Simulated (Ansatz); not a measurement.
**BH2− (triplet): the correlation ladder at distance B1–H2 = 1.098 Å, aug-cc-pVDZ**

Aim: climb from Hartree-Fock through coupled cluster and multireference methods for BH2− (triplet) at one geometry and basis, and see what each rung misses.

Method: aug-cc-pVDZ, core rule «outside noble gas», up to 1 orbitals frozen; program: Ansatz 0.2.0, Gaussian basis.

The runs, in order: UHF; CCSD(T) on ROHF; CCSD(T) on UHF; BCCD(T) on ROHF; CISD; CCSDT(Q) on ROHF; CCSDT(Q) on UHF; CCSDTQ on ROHF; CASSCF and MRCISD+Q, 4 electrons in 4 orbitals; CASSCF and NEVPT2, 4 electrons in 4 orbitals; CASSCF and MRCISD+Q, 6 electrons in 6 orbitals; CASSCF and NEVPT4(SD), 6 electrons in 6 orbitals; CASSCF and NEVPT2, 6 electrons in 6 orbitals; Full CI.

## Step 1: The system

The geometry derives from a PBE0/def2-TZVPD stationary point (not a proven minimum). One bond is set to the value named and the two fragments are kept rigid.

3 atoms, charge -1, spin multiplicity 3.

Atoms are counted from 1 here; the program's logs count them from 0.

Bond lengths: B1–H2 1.098 Å, B1–H3 1.209 Å. Angles: H2–B1–H3 128.9°.

Coordinates:

```
B     0.0000   -0.0781   -0.0079
H     0.0000    0.3951   -0.9987
H     0.0000    0.4430    1.0832
```

## Step 2: UHF

in.yaml

```yaml
crystal:
  periodic: [false, false, false]
  atoms:
    - {symbol: B, position_ang: [0.000000, -0.078131, -0.007879]}
    - {symbol: H, position_ang: [0.000000, 0.395065, -0.998682]}
    - {symbol: H, position_ang: [0.000000, 0.442953, 1.083194]}
basis:
  gaussian: {orbitals: aug-cc-pVDZ}
total_charge: -1
magnetization: {spin_polarized: true, initial_magnetization: 2}
hamiltonian: {xc: hf}
output: {orbitals: {seedname: orbitals}}
```

On the command line:

```
$ ansatz run in.yaml --threads 1 --pin off --events-out ev --progress --plain --max-ram 4096MiB --backend cpu
```

After this run come: CCSD(T) on ROHF; CCSD(T) on UHF; BCCD(T) on ROHF; CISD; CCSDT(Q) on ROHF; CCSDT(Q) on UHF; CCSDTQ on ROHF; CASSCF and MRCISD+Q, 4 electrons in 4 orbitals; CASSCF and NEVPT2, 4 electrons in 4 orbitals; CASSCF and MRCISD+Q, 6 electrons in 6 orbitals; CASSCF and NEVPT4(SD), 6 electrons in 6 orbitals; CASSCF and NEVPT2, 6 electrons in 6 orbitals; Full CI.

**Question.** What will the summary of the whole plan be? Wanted: FCI from the RHF energy; RMP2 from FCI; UMP2 from FCI; RCCSD from FCI; RCCSD(T) from FCI; UCCSD(T) from FCI; RCCSDT(Q) from FCI; UCCSDT(Q) from FCI; NEVPT2 pair from FCI.

As calculated:

| quantity | value |
| --- | --- |
| FCI from the ROHF energy | -3.0897 eV |
| RMP2 from FCI | +671.2 meV |
| UMP2 from FCI | +659.0 meV |
| RCCSD from FCI | +95.3 meV |
| RCCSD(T) from FCI | +21.5 meV |
| UCCSD(T) from FCI | +21.1 meV |
| RCCSDT(Q) from FCI | +0.4 meV |
| UCCSDT(Q) from FCI | 0.0 meV |
| NEVPT2 pair from FCI | +736.8 meV |
| MRCISD+Q pair from FCI | +8.9 meV |
| NEVPT2 valence from FCI | +743.5 meV |
| levels within 1 kcal/mol (43 meV) | RCCSD(T), UCCSD(T), BCCD(T), RCCSDT, UCCSDT, RCCSDT(Q), UCCSDT(Q), RCCSDTQ, MRCISD+Q pair, MRCISD+Q valence |
| T1 diagnostic | 0.028 |
| effectively unpaired electrons | 2.02 |

RCCSD(T) misses by +21.5 meV, 0.7 % of the correlation energy. One determinant dominates. Of the multireference levels listed MRCISD+Q pair comes nearest in total energy (+8.9 meV), which doesn't show that its space is the better one. These misses are within one basis, not against nature; the frozen cores of restricted and unrestricted runs differ, which can shift their rows.

Levels on UHF freeze UHF's core orbitals, full CI those of ROHF, so the U rows can settle a little off it for that reason alone.

With open shells the CI space here admits some triples and quadruples, so it is larger than plain CISD.
